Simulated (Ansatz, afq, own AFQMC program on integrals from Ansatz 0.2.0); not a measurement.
**SiH2, triplet: a scan with AFQMC**

```xyz
3

Si    0.0000   -0.0507    0.0000
H     0.0000    0.7069   -1.2784
H     0.0000    0.7069    1.2784
```

The Si1–H2 distance is changed with both sides rigid. Energies in eV count from this geometry (1.486 Å) at the same level; the start stands on UHF, each point on the determinant named.

Basis cc-pVDZ. Only valence electrons are correlated. Ansatz 0.2.0 and our own AFQMC program on the same integrals; the CISD trial comes from CCSD amplitudes, and released means the phaseless constraint is let go. ± is one standard error of the sampling.

Cautions, each for one point or more: lower spins were not checked; raised T1 diagnostic; unrestricted determinant slightly spin contaminated; unrestricted determinant spin contaminated.

| r(Si1–H2) / Å | det. | T1 | weight | ⟨S²⟩ | CCSD(T) | ph-AFQMC/CISD | released AFQMC | FCI | CCSDT(Q) | B3LYP | CCSD |
| --- | --- | --- | --- | --- | --- | --- | --- | --- | --- | --- | --- |
| 1.359 | UHF | 0.014 | 0.94 | 2.01 | 0.193 | 0.193 ± 0.001 | 0.196 ± 0.0008 | 0.195 | 0.195 | 0.201 | 0.190 |
| 1.637 | UHF | 0.016 | 0.93 | 2.01 | 0.147 | 0.143 ± 0.002 | 0.145 ± 0.0009 | 0.144 | 0.144 | 0.129 | 0.152 |
| 2.052 | UHF | 0.044 | 0.89 | 2.08 | 1.257 | 1.246 ± 0.002 | 1.242 ± 0.001 | 1.239 | 1.240 | 1.183 | 1.281 |
| 2.703 | UHF | 0.046 | 0.89 | 2.18 | 2.343 | 2.338 ± 0.002 | 2.336 ± 0.001 | 2.328 | 2.329 | 2.275 | 2.350 |
| 3.978 | UHF | 0.027 | 0.92 | 2.04 | 2.426 | 2.430 ± 0.001 | 2.429 ± 0.001 | 2.427 | 2.427 | 2.487 | 2.420 |

Weight is that of the determinant in the CISD state; at the start T1 is 0.015 and the weight 0.94, and ⟨S²⟩ is 2.01. Symmetry can't show for every point that it stays on the start's state. Largest departures from full CI: CCSD(T) 0.017 eV at 2.052 (on UHF), ph-AFQMC/CISD 0.010 eV at 2.703 (on UHF), released AFQMC 0.008 eV at 2.703 (on UHF), CCSDT(Q) 0.001 eV at 2.703 (on UHF), CCSD 0.041 eV at 2.052 (on UHF). The functionals aren't scored here. In this small basis the wave-function levels are far from their limit, so their gap to the functionals isn't the functionals' error.

Some points may be missing: those where a free walk finds a much lower state, and past Zn most of those on another determinant than at the start.

CCSDT and higher add their correlation energy to the determinant of the CCSD(T) run, since their own runs factorise the integrals more tightly (a shift of under 2 meV). A walk keeps the symmetry of its determinant, which the program's search chose and which needn't be the lowest solution, so a lower state of the same spin and another symmetry isn't excluded. Released energies are given only where the last usable release times agree within the noise; a slower fall can still hide under it.
